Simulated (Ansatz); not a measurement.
Species: C₂F₂N (charge 0, doublet). It need not be the lowest isomer of its formula. SMILES: N#C[C](F)F
Geometry: optimised at B3LYP-D3(BJ)/def2-TZVP (Ansatz, a program for electronic structure).

Parts of the frozen-core correlation energy in cc-pVTZ (Ansatz, hartree). Frozen orbitals: 5; correlated occupied orbitals by spin: 14 and 13; virtual: 131 and 132. UHF or UKS for open shells. No spin-orbit coupling. Non-relativistic.

```
term                            value
-------------------------  ----------
reference (HF)             -329.10953
MP2 opposite-spin            -0.68755
MP2 same-spin                     ___
CCSD correlation                  ___
(T)                               ___
T1 diagnostic                   0.032
largest doubles amplitude       0.093
<S^2> of the reference          0.966
```

Q: Some entries are withheld; supply them.

A: 
- MP2 same-spin, value: -0.25105
- CCSD correlation, value: -0.96147
- (T), value: -0.03981
